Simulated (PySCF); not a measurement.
Fluorophosphane, FH2P.
SMILES: `FP`

A linear-response calculation (PySCF, def2-SVPD basis, gas phase, vertical, core orbitals frozen in the response) gave these numbers; the functional is withheld.

Orbital energies (eV): HOMO-3 -14.82, HOMO-2 -14.25, HOMO-1 -11.77, HOMO -9.30, LUMO 0.29, LUMO+1 1.54, LUMO+2 1.72.

```tsv
state	E (eV)	f	main configurations (H = HOMO, L = LUMO)
S1	5.57	0.026	H→L (98%)
S2	7.36	0.122	H→L+1 (98%)
S3	7.56	0.082	H→L+2 (65%), H-1→L (32%)
S4	7.91	0.074	H-1→L (66%), H→L+2 (31%)
S5	9.61	0.026	H→L+4 (43%), H→L+3 (35%), H-1→L+2 (13%)
S6	9.82	0.148	H-1→L+1 (85%), H→L+5 (12%)
```

Triplets, Tamm–Dancoff:

| state | E (eV) | λ (nm) | main configurations (H = HOMO, L = LUMO) |
| --- | --- | --- | --- |
| T1 | 4.40 | 282.0 | H→L (96%) |
| T2 | 5.79 | 214.1 | H→L+2 (96%) |
| T3 | 6.95 | 178.3 | H→L+1 (95%) |
| T4 | 7.21 | 172.0 | H-1→L (97%) |

Vertical ionisation energy by ΔSCF with the same functional: 10.72 eV. Mean static polarisability: 28.1 au.

Question: Which of these was used?
A. PBE
B. CAM-B3LYP
C. B3LYP
D. HF

Answer: B. CAM-B3LYP is range-separated, 19% exact exchange at short range and 65% at long range (ω = 0.33 bohr⁻¹). In this run −ε(HOMO) = 9.30 eV differs from the ΔSCF value by -1.42 eV, and S1 differs from the orbital gap of 9.59 eV by -4.02 eV. The ratio −ε(HOMO)/IP is 0.87. Usual ranges for neutral molecules in this basis: 0.85 to 0.93 with CAM-B3LYP, 0.5 to 0.7 with PBE, 0.67 to 0.83 with B3LYP; Hartree–Fock can't fall below 1, since the ion's relaxation only lowers the ΔSCF value. The other options: PBE, a GGA without exact exchange; HF, time-dependent Hartree–Fock, 100% exact exchange; B3LYP, a global hybrid with 20% exact exchange.

Method used: TDDFT CAM-B3LYP/def2-SVPD, vertical, gas phase, core orbitals frozen in the response (PySCF). Isolated species at its PBE0-D3(BJ)/def2-SVP geometry, gas phase.
